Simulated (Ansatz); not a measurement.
```yaml
crystal:
  periodic: [false, false, false]
  atoms:
    - {symbol: C, position_ang: [-0.342900, 1.886726, 0.150780]}
    - {symbol: C, position_ang: [0.245160, 0.552328, 0.575978]}
    - {symbol: C, position_ang: [0.030548, -0.561175, -0.439364]}
    - {symbol: C, position_ang: [0.637345, -1.868296, 0.013484]}
    - {symbol: O, position_ang: [-1.348179, -0.811660, -0.663783]}
    - {symbol: H, position_ang: [-0.113496, 2.670412, 0.875656]}
    - {symbol: H, position_ang: [0.055560, 2.205877, -0.817297]}
    - {symbol: H, position_ang: [-1.433208, 1.842835, 0.071256]}
    - {symbol: H, position_ang: [-0.190294, 0.236386, 1.530320]}
    - {symbol: H, position_ang: [1.322776, 0.662311, 0.738948]}
    - {symbol: H, position_ang: [0.504033, -0.258803, -1.388205]}
    - {symbol: H, position_ang: [0.177571, -2.190805, 0.951032]}
    - {symbol: H, position_ang: [1.712494, -1.761302, 0.171851]}
    - {symbol: H, position_ang: [0.470255, -2.645552, -0.733746]}
    - {symbol: H, position_ang: [-1.749667, -0.009984, -1.007508]}
basis:
  gaussian: {orbitals: LANL2DZ}
hamiltonian: {xc: {name: B97M-V}}
```

```sh
$ ansatz run in.yaml --threads 4 --pin off --events-out ev --progress --plain --max-ram 10444MiB
```

It prints (some lines left out):

```
Error: <dir> can't be read: No such file or directory (os error 2)
```
